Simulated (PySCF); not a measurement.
Calculation: PySCF 2.14.0 with PBE-D3(BJ)/def2-TZVP // B3LYP-D3(BJ)/def2-TZVP. Gas-phase values, no solvent. Delta-SCF ions had no search for a lower state. 

Reference species (SMILES): `C#CCF` (neutral, multiplicity 1).

vertical ionisation energy (Delta-SCF): 10.50 eV
HOMO–LUMO gap: 5.89 eV

Changed species: `C#C` (X = H; the reference has X = fluoromethyl).

Problem. Give the shifts of the vertical ionisation energy (Delta-SCF) and HOMO–LUMO gap.

Solution. the vertical ionisation energy (Delta-SCF) increases by 0.92 eV, to 11.42 eV; the HOMO–LUMO gap rises by 1.10 eV, to 6.99 eV.
